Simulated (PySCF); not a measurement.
## Basis-set dependence of population analyses: `C=C[C@H](C)F`

Compound: C₄H₇F.
Structure used (PBE0-D3(BJ)/def2-SVP), in Å, numbered top down from 1:
```xyz
12
C4H7F angstrom
C      1.9313   -0.0044    0.4740
C      0.8729   -0.3889   -0.2364
C     -0.5311   -0.3992    0.2842
C     -1.4626    0.4880   -0.5166
F     -0.5520    0.0135    1.5994
H      1.8154    0.3253    1.5095
H      2.9364   -0.0110    0.0459
H      0.9880   -0.7233   -1.2742
H     -0.9095   -1.4402    0.2659
H     -2.4794    0.4454   -0.1004
H     -1.5018    0.1660   -1.5677
H     -1.1077    1.5287   -0.4835
```

PBE0 throughout (PySCF), one geometry, spherical d and f functions. One conformer (not necessarily the lowest) at the PBE0-D3(BJ)/def2-SVP geometry, without solvent, vibrations or thermal averaging. The first 7 of 10 kinds of atom are listed.

Mulliken charges (e):

```
      basis  functions      C1      C2      C3      C4      F5      H6      H7
   pcSseg-0         59  -0.388  -0.286  +0.045  -0.649  -0.386  +0.235  +0.222
    cc-pVDZ        105  -0.016  -0.154  +0.179  -0.082  -0.236  +0.048  +0.044
aug-cc-pVDZ        178  +0.327  +0.921  +0.799  +0.270  -0.541  -0.388  -0.378
   IGLO-III        245  -0.241  -0.100  +0.154  -0.362  -0.265  +0.118  +0.108
    cc-pVTZ        248  -0.276  -0.158  +0.213  -0.292  -0.224  +0.130  +0.121
```

IAO charges (e):

```json
{"basis": "pcSseg-0", "functions": "59", "C1": "-0.297", "C2": "-0.167", "C3": "+0.144", "C4": "-0.441", "F5": "-0.301", "H6": "+0.158", "H7": "+0.150"}
{"basis": "cc-pVDZ", "functions": "105", "C1": "-0.309", "C2": "-0.159", "C3": "+0.188", "C4": "-0.427", "F5": "-0.321", "H6": "+0.157", "H7": "+0.150"}
{"basis": "aug-cc-pVDZ", "functions": "178", "C1": "-0.322", "C2": "-0.162", "C3": "+0.189", "C4": "-0.437", "F5": "-0.334", "H6": "+0.163", "H7": "+0.156"}
{"basis": "IGLO-III", "functions": "245", "C1": "-0.322", "C2": "-0.162", "C3": "+0.188", "C4": "-0.440", "F5": "-0.335", "H6": "+0.164", "H7": "+0.156"}
{"basis": "cc-pVTZ", "functions": "248", "C1": "-0.321", "C2": "-0.162", "C3": "+0.190", "C4": "-0.441", "F5": "-0.332", "H6": "+0.162", "H7": "+0.155"}
```

Hirshfeld charges (e):

| basis | functions | C1 | C2 | C3 | C4 | F5 | H6 | H7 |
| --- | --- | --- | --- | --- | --- | --- | --- | --- |
| pcSseg-0 | 59 | -0.097 | -0.051 | +0.084 | -0.110 | -0.116 | +0.041 | +0.047 |
| cc-pVDZ | 105 | -0.104 | -0.053 | +0.068 | -0.118 | -0.096 | +0.040 | +0.046 |
| aug-cc-pVDZ | 178 | -0.109 | -0.058 | +0.058 | -0.130 | -0.106 | +0.045 | +0.050 |
| IGLO-III | 245 | -0.108 | -0.057 | +0.058 | -0.130 | -0.106 | +0.044 | +0.050 |
| cc-pVTZ | 248 | -0.108 | -0.055 | +0.061 | -0.126 | -0.102 | +0.043 | +0.049 |

ESP-fitted charges (e):

```tsv
basis	functions	C1	C2	C3	C4	F5	H6	H7
pcSseg-0	59	-0.407	-0.306	+0.599	-0.592	-0.318	+0.198	+0.191
cc-pVDZ	105	-0.392	-0.233	+0.434	-0.441	-0.248	+0.183	+0.174
aug-cc-pVDZ	178	-0.434	-0.240	+0.473	-0.549	-0.273	+0.205	+0.189
IGLO-III	245	-0.441	-0.236	+0.462	-0.538	-0.270	+0.207	+0.192
cc-pVTZ	248	-0.430	-0.235	+0.451	-0.521	-0.257	+0.201	+0.187
```

Problem. Which scheme is steadiest as the basis changes?

Solution. Largest range over the bases for any column: Hirshfeld 0.03 e, IAO 0.05 e, ESP-fitted 0.16 e, Mulliken 1.21 e. Hirshfeld charges move least and Mulliken charges most, counted in e.

Problem. How much do the charges still move between the two largest bases, IGLO-III and cc-pVTZ?

Solution. At most, over all atoms: Mulliken 0.070 e, IAO 0.003 e, Hirshfeld 0.004 e, ESP-fitted 0.018 e.

Problem. What do the same runs give for the total energy, the frontier levels and the dipole moment?

Solution. 
| basis | energy (Eh) | HOMO (eV) | LUMO (eV) | μ (D) |
| --- | --- | --- | --- | --- |
| pcSseg-0 | -255.5840 | -7.72 | 0.36 | 1.92 |
| cc-pVDZ | -256.1779 | -7.47 | 0.42 | 1.62 |
| aug-cc-pVDZ | -256.1972 | -7.62 | -0.16 | 1.77 |
| IGLO-III | -256.2735 | -7.63 | 0.02 | 1.76 |
| cc-pVTZ | -256.2580 | -7.58 | 0.19 | 1.68 |

The dipole is fixed by the density alone, so its range of 0.30 D shows that the density itself changes with the basis, not only its division among atoms.
